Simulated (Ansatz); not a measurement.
Reaction: CH5Si- (SMILES [CH2-][SiH3]) → CH5Si- (SMILES C[SiH2-])
Each species at its own B3LYP-D3(BJ)/def2-TZVP minimum (Ansatz, a program for electronic structure).

Total energies in hartree (Ansatz). Radicals and triplets start from unrestricted determinants; spin-orbit coupling is neglected. Cores are frozen in correlated methods. No relativity.

```csv
species,HF/aug-cc-pV(T+d)Z,CCSD(T)/aug-cc-pV(T+d)Z,HF/aug-cc-pV(Q+d)Z,CCSD(T)/aug-cc-pV(Q+d)Z,CCSD(T)/aug-cc-pV(D+d)Z,CCSDT(Q)/aug-cc-pV(D+d)Z
1: CH5Si- (SMILES [CH2-][SiH3]),-329.67649,-330.06337,-329.68234,-330.08386,-329.98810,-329.98977
2: CH5Si- (SMILES C[SiH2-]),-329.69892,-330.08588,-329.70414,-330.10492,-330.01158,-330.01327
```

Question: Work out the isomerisation energy (electronic) in kcal/mol: take Hartree-Fock from aug-cc-pV(Q+d)Z, extrapolate the CCSD(T) correlation energy as X^-3 (X = 3, 4), and add CCSDT(Q) - CCSD(T) in aug-cc-pV(D+d)Z. 1 hartree = 627.51 kcal/mol.

Answer: 
Species 1: correlation (64·(-0.40152) - 27·(-0.38688))/37 = -0.41220; step -0.00167; E1 = -329.68234 + (-0.41220) + (-0.00167) = -330.09621
Species 2: correlation (64·(-0.40078) - 27·(-0.38696))/37 = -0.41086; step -0.00169; E2 = -329.70414 + (-0.41086) + (-0.00169) = -330.11669
-1·E1 +1·E2 = -0.02048 hartree = -12.9 kcal/mol.
